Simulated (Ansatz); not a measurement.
Correlation energies of C3H7FN2 (`N=C(CN)CF`) by basis set

```xyz
13

N     0.452    1.635    0.373
C     0.162    0.412    0.476
C    -0.303   -0.466   -0.665
N    -0.239    0.240   -1.928
C     0.221   -0.217    1.840
F     0.603   -1.546    1.771
H     0.284    1.921   -0.598
H     0.271   -1.400   -0.638
H    -1.341   -0.753   -0.460
H    -0.935   -0.098   -2.576
H     0.666    0.130   -2.365
H     0.930    0.327    2.465
H    -0.771   -0.184    2.305
```

The species carries charge 0 and has multiplicity 1. The geometry is a stationary point of PBE0-D4/def2-TZVP. It is one conformer, not always the lowest. Frozen core, restricted reference, Ansatz. CBS rows extrapolate triple and quadruple zeta; past MP2 they add the triple-zeta difference.

| basis | HF (Eh) | MP2 corr. |
| --- | --- | --- |
| def2-TZVPP | -326.12529 | -1.16224 |
| def2-QZVPP | -326.14004 | -1.24804 |

**Question.** Estimate the CCSD correlation energy and the (T) correction in each basis where they were run (hartree).

**Answer.** 
```tsv
basis	CCSD corr.	(T)
def2-TZVPP	-1.19813	-0.04785
CBS(def2)	-1.34748	as TZ
```
